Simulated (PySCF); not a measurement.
Ionisation energy of Si by level of theory

Si [Ne] 3s2 3p2 (3P) → Si⁺ [Ne] 3s2 3p1 (2P), as a difference of total energies. Computed with PySCF 2.14 in def2-QZVPPD (10s6p5d2f1g, 76 functions), with the non-relativistic Hamiltonian (point nucleus). Correlated levels: valence and next inner shell: 1s2 frozen. The calculations carry no spin-orbit coupling.

| method | ionisation energy (eV) |
| --- | --- |
| UHF | 7.637 |
| MP2 (valence and next inner shell) | 8.065 |
| SCS-MP2 (valence and next inner shell) | 7.979 |
| CCSD (valence and next inner shell) | 8.082 |
| CCSD(T) (valence and next inner shell) | 8.124 |

Errors of the correlated levels include the incompleteness of this basis and the frozen core.

Problem. Which method comes closest to the reference value, and which is furthest?

Solution. The reference is 8.157 eV (measured; NIST levels, between the centres of gravity of the two terms). Closest: CCSD(T) (valence and next inner shell) (error -0.033 eV); furthest: UHF (error -0.520 eV).
